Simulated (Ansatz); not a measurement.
```yaml
crystal:
  periodic: [false, false, false]
  atoms:
    - {symbol: W, position_ang: [0.055385, 0.001206, -0.000176]}
    - {symbol: O, position_ang: [1.725804, 0.037579, -0.005478]}
    - {symbol: F, position_ang: [-1.027994, 1.508859, 0.000628]}
    - {symbol: F, position_ang: [-0.961324, -1.552177, 0.005686]}
basis:
  gaussian: {orbitals: def2-TZVP}
magnetization: {spin_polarized: true, initial_magnetization: 2}
hamiltonian: {xc: pbe0}
relax: {f_tol: 0.004, max_steps: 80}
```

```sh
$ ansatz run in.yaml --threads 1 --pin off --events-out ev --progress --plain --max-ram 2176MiB
```

Steps of the relaxation (energy above the last step; positions in Å, forces in eV/Å):

```
4
step 1, 42.5 meV
W     0.055    0.001    0.000   -0.504   -0.011    0.002
O     1.726    0.038   -0.005    1.053    0.023   -0.003
F    -1.028    1.509    0.001   -0.291    0.725    0.000
F    -0.961   -1.552    0.006   -0.259   -0.737    0.002
```

```
4
step 2, 5.2 meV
W     0.037    0.001    0.000    0.018    0.000    0.000
O     1.723    0.038   -0.005   -0.140   -0.003    0.000
F    -1.019    1.554    0.001    0.060    0.074    0.000
F    -0.950   -1.597    0.006    0.063   -0.072    0.000
```

```
4
step 3, 0.6 meV
W     0.022    0.000    0.000    0.084    0.002    0.000
O     1.707    0.037   -0.005   -0.152   -0.003    0.000
F    -1.003    1.578    0.000    0.034   -0.009    0.000
F    -0.933   -1.620    0.006    0.034    0.011    0.000
```

```
4
step 4, 0.4 meV
W     0.014    0.000    0.000   -0.009    0.000    0.000
O     1.694    0.037   -0.005    0.121    0.003    0.000
F    -0.993    1.585    0.000   -0.058    0.077    0.000
F    -0.923   -1.627    0.006   -0.054   -0.080    0.000
```

```
4
step 6, 0.0 meV
W     0.016    0.000    0.000    0.000    0.000    0.000
O     1.698    0.037   -0.005    0.000    0.000    0.000
F    -0.996    1.586    0.000    0.000    0.000    0.000
F    -0.926   -1.627    0.006    0.000    0.000    0.000
```

Close pairs at the end: W1–O2 1.682 Å, W1–F3 1.881 Å, W1–F4 1.881 Å.

A stationary point of unrestricted PBE0 after 6 steps, with ⟨S²⟩ = 2.017 against 2.00 for a pure state; no frequencies were run, so it isn't proven a minimum. 48 s on 1 thread of Arm Neoverse V1, shared host.
